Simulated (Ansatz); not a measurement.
**CHP2 (quartet): one geometry, many settings at a displaced geometry (v1)**

One table from this session's results is given with a row withheld; the runs are named, their logs left out.

Computed with Ansatz 0.2.0, Gaussian basis. Level: the settings change from run to run.

21 further runs of the same task are left out: 4 that didn't finish, 17 set aside as unsound or not needed. Runs told in other sessions of the task aren't counted.

## What is computed

The geometry is a PBE0/def2-TZVP stationary point (not a proven minimum) with its atoms shifted at random (size 0.040 Å).

4 atoms, charge 0, spin multiplicity 4.

Atoms are counted from 1 here; the program's logs count them from 0.

Bond lengths: P1–C2 1.717 Å, C2–P3 1.729 Å, C2–H4 1.095 Å. Angles: P1–C2–P3 132.1°, P1–C2–H4 115.4°, P3–C2–H4 112.4°.

Coordinates:

```
P    -0.01859   -0.15762    1.57193
C    -0.01943    0.56265    0.01317
P     0.02854   -0.11446   -1.57705
H    -0.07424    1.65637    0.00036
```

Set-up of the first run:

Contents of in.yaml:

```yaml
crystal:
  periodic: [false, false, false]
  atoms:
    - {symbol: P, position_ang: [-0.018591, -0.157624, 1.571933]}
    - {symbol: C, position_ang: [-0.019425, 0.562652, 0.013171]}
    - {symbol: P, position_ang: [0.028539, -0.114457, -1.577052]}
    - {symbol: H, position_ang: [-0.074237, 1.656374, 0.000360]}
basis:
  gaussian: {orbitals: cc-pVDZ}
magnetization: {spin_polarized: false, initial_magnetization: 3}
correlation: {method: ccsd_t, electrons: outside_noble_gas}
scf: {lower_state_search: off}
```

Run with:

```
> ansatz run in.yaml --threads 1 --pin off --events-out ev --progress --plain --max-ram 2393MiB
```

Among the steps run: CCSD(T) on ROHF/cc-pVDZ; CCSDT(Q)/B on ROHF/STO-3G; CCSD(T) on UHF/cc-pVDZ; BCCD/cc-pVDZ; MP2 on ROHF/cc-pVDZ.

One of the session's tables, all rows but one given; the rest of the session is left out.

| level | from UCCSDT(Q) (meV) |
| --- | --- |
| CCSD(T) on ROHF/cc-pVDZ | ? |
| CCSDT(Q)/B on ROHF/STO-3G |  |
| CCSD(T) on UHF/cc-pVDZ | 89.3 |
| BCCD/cc-pVDZ (on PBE0 orbitals) | 550.6 |
| MP2 on ROHF/cc-pVDZ | 1539.0 |

Q: Estimate the row for CCSD(T) on ROHF/cc-pVDZ from the others.

The run gave: from UCCSDT(Q) (meV): 74.8.

Limits of these values: Where basis and cores are those of an earlier UCCSDT(Q)/cc-pVDZ run (-19598.2777 eV), and the records show the same count of frozen orbitals and kind of state, the miss against it is given; a blank cell means that this couldn't be shown.
